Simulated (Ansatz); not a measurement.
Relaxing ZnSi2Pb2

Method: Ansatz 0.2.0, DFT PBE, scalar-relativistic, plane waves, PAW. Cutoff 420 eV, Γ-centred k mesh, Gaussian smearing, no spin polarisation in the final step.

ZnSi2Pb2 was placed on the ThCr2Si2 structure type (I4/mmm, No. 139), with Zn in place of Th, Si in place of Cr, Pb in place of Si, at a guessed volume.

```
CELL_PARAMETERS angstrom
-2.14392 2.14392 5.62513
2.14392 -2.14392 5.62513
2.14392 2.14392 -5.62513
ATOMIC_POSITIONS crystal
Zn 0.00000 0.00000 0.00000
Si 0.25000 0.75000 0.50000
Si 0.75000 0.25000 0.50000
Pb 0.62600 0.62600 0.00000
Pb 0.37400 0.37400 0.00000
```

Cell and atoms relax at zero pressure; the relaxation can't lower the symmetry of the start. After a coarse first stage the cell is made exact in the group found at 0.06 Å.

The zero of energy is the elements' standard structures at the same level; no fitted shifts are applied.

Task: What does it relax into?

Result: It keeps I4/mmm (No. 139), but not the shape of the type it started on. Conventional cell: a = 3.516 Å, c = 18.674 Å. Around Zn lie 8 Pb at 3.17 Å and 4 Zn at 3.52 Å; Si is coordinated by 4 Si at 2.49 Å; Pb has 4 Zn at 3.17 Å, 4 Si at 3.23 Å, 4 Pb at 3.52 Å and 1 Pb at 3.93 Å.

```cif
data_structure
_symmetry_space_group_name_H-M 'I4/mmm'
_symmetry_Int_Tables_number 139
_cell_length_a 3.5155
_cell_length_b 3.5155
_cell_length_c 18.6737
_cell_angle_alpha 90.000
_cell_angle_beta 90.000
_cell_angle_gamma 90.000
_cell_volume 230.79
loop_
_atom_site_label
_atom_site_type_symbol
_atom_site_symmetry_multiplicity
_atom_site_Wyckoff_symbol
_atom_site_fract_x
_atom_site_fract_y
_atom_site_fract_z
_atom_site_occupancy
Zn1 Zn 2 a 0.00000 0.00000 0.00000 1
Si1 Si 4 d 0.50000 0.00000 0.25000 1
Pb1 Pb 4 e 0.50000 0.50000 0.10520 1
```

Task: What are its volume, energy, density and gap?

Result: The volume per atom is 23.08 Å³. The density is 7.71 g/cm³. The energy over the elements is 0.29 eV/atom. The gap on the 16×16×16 mesh is 0 eV (a metal).

The final run used a 16×16×16 mesh on its 5-atom cell and 0.10 eV smearing. For metals, differences of a few meV/atom aren't resolved. Spin–orbit coupling is left out. A structure relaxed within its symmetry needn't be a true minimum.

Cost: 3 runs of about 2.7 core-minutes in all, on AMD EPYC 9R45 (Zen 5) (shared hosts).